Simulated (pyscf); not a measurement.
Elementary routes open to H₂N–SiH(Cl)–Cl + hydrogen (H₂) in the gas phase (singlet surface):
A. dichlorosilane (Cl–SiH₂–Cl) + ammonia (NH₃) (N–Si, H–H broken; H–Si, H–N formed)
B. H₂N–SiH₂–Cl + hydrogen chloride (HCl) (Cl–Si, H–H broken; H–Si, Cl–H formed)

Optimised with ωB97X-D3(BJ)/def2-SVP in PySCF.

Problem. Rank the routes by free-energy barrier at 1200 K, lowest first, for ωB97M-D3(BJ)/def2-TZVP energies (ideal gas, 1 atm, RRHO with modes under 100 cm⁻¹ raised to 100, one conformer, R ln 2 for chiral ones without a mode under 150 cm⁻¹).

Solution. A (3.82 eV), B (3.93 eV)

Route A is the fastest of these, ahead of the next by 0.11 eV. The most stable products are those of A (ΔG = +0.57 eV), so kinetics and thermodynamics agree. At 298 K A is still the fastest. A: On the product side the descent ends in a complex (not fully relaxed), 0.30 eV under the separated species and 1.83 eV under the saddle at ωB97X-D3(BJ)/def2-TZVP. B: On the product side the descent ends in a complex, 0.21 eV under the separated species and 1.56 eV under the saddle at ωB97X-D3(BJ)/def2-TZVP. Only these routes are compared; each barrier is that of the saddle found, and lower ones may exist.
